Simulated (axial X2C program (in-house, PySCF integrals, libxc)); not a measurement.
# Low determinants of Si₂⁻ at the PBE0 level, 2c

All values were computed with an in-house all-electron X2C program for linear molecules (integrals from PySCF). Two-component (2c) means X2C with spin–orbit coupling and atomic mean-field two-electron Coulomb and Gaunt terms. Basis: Si dyall-av3z [9s8p3d2f] (cores contracted in-house); Gaussian nuclei, density fitting, unrestricted open shells. Masses: Si 27.977 u.

Search at 2.188 Å (vertical energies from the lowest determinant):

| ΔE (eV) | state | electrons beyond evenly filled partner blocks | electrons in ±ω = 1/2, 3/2, 5/2, 7/2 |
| --- | --- | --- | --- |
| 0.00 | Ω = 3/2 | ω = 3/2 | 24 5 0 0 |
| 0.02 | Ω = 1/2 | ω = 1/2 | 23 6 0 0 |
| 1.54 | Ω = 1/2 | 2 × ω = -1/2, ω = 3/2 | 24 5 0 0 |
| 1.55 | Ω = 5/2 | ω = -1/2, 2 × ω = 3/2 | 23 6 0 0 |
| 1.78 | Ω = 7/2 | ω = 1/2, 2 × ω = 3/2 | 23 6 0 0 |
| 1.80 | Ω = 3/2 | ω = 3/2 | 22 7 0 0 |
| 2.58 | Ω = 5/2 | 2 × ω = 1/2, ω = 3/2 | 24 5 0 0 |

Lowest determinant, Ω = 3/2 (⟨Sz⟩ = 0.50, ⟨Lz⟩ = 1.00 at PBE0): Re = 2.183 Å, ωe = 561.8 cm⁻¹.

The determinant in row 2 of the search, Ω = 1/2 (⟨Sz⟩ = -0.50, ⟨Lz⟩ = 1.00 at PBE0), was followed along the bond at PBE0; measured from the minimum of the lowest determinant it gives:

Te = 0.015 eV (123 cm⁻¹), Re = 2.183 Å, ωe = 561.7 cm⁻¹.

(1) Compare the bond of the determinant in row 2 with that of the lowest one.

The search compares states at one distance, so a state with another bond length can lie lower; it is not exhaustive and yields mostly the lowest determinant of each block pattern, so other components and higher states of one pattern are missing. These are energies of single determinants, not of spin-adapted states; PBE0 term energies can be off by some tenths of an eV, and the functional has no current term. The lowest determinant need not be the ground state where others lie within half an eV. For an anion, determinants above electron detachment are held by the basis set.

## Answers

(1) At PBE0 its Re is the same within 0.001 Å and its force constant, which goes as ωe², is 1.00 times that of the lowest determinant. T0 ≈ Te + Δωe/2 = 123 + (0) = 123 cm⁻¹.
